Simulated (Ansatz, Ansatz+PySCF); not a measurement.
```xyz
2

C     0.0000    0.0000   -1.0272
S     0.0000    0.0000    0.3852
```

RHF on singlet CS was run in several spherical basis sets with Ansatz (development build ahead of 0.2.0). Caution for RHF: no unrestricted run beside it, a lower state can exist.

Problem. Rank the basis sets by the total energy that they give, lowest first, with the distance from the lowest.
A. def2-TZVP
B. 6-31G
C. 6-31G(d)
D. STO-3G
E. def2-SVP
F. cc-pVDZ
G. cc-pVTZ

Solution. G (0.00 eV), A (0.04 eV), F (0.74 eV), C (1.41 eV), B (3.53 eV), E (5.14 eV), D (132.96 eV).

Totals follow the description of the cores as much as that of the bonds, so this order isn't one of quality for chemistry.
